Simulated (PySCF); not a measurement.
**Gas-phase thermal properties of NH**

Method: PySCF energies (xtb for GFN2) plus ideal-gas RRHO corrections (1 bar). 'Table' is the NASA 1993 thermochemical table (part measured, part estimated). 6-31G* has spherical d functions here. Open shells (unrestricted): NH (multiplicity 3). GFN2 has no spin-polarisation term. B3LYP is the form with VWN-RPA correlation. The harmonic model lacks anharmonicity and excited electronic states, which grow with temperature; levels with a mode under 35 cm⁻¹ are left out. The table's entry may be an old estimate for NH (not checked at source).

```
level           point group  σ  ZPE (kJ/mol)  S°298 (J/mol/K)  Cp298 (J/mol/K)  S°1000 (J/mol/K)  H1000 − H298 (kJ/mol)
--------------  -----------  -  ------------  ---------------  ---------------  ----------------  ---------------------
table                     -  -             -            181.2             29.2             217.1                   20.9
B3LYP/6-31G*            C∞v  1          19.3            181.2             29.1             216.9                   20.8
GFN2-xTB                C∞v  1          19.6            180.8             29.1             216.5                   20.8
HF/6-31G*               C∞v  1          21.0            180.8             29.1             216.4                   20.7
PBE/def2-SVP            C∞v  1          18.8            181.4             29.1             217.1                   20.8
PBE0/def2-TZVP          C∞v  1          19.7            181.1             29.1             216.7                   20.8
```
σ: rotational symmetry number. Electronic degeneracy used: 3. Frequencies are unscaled.
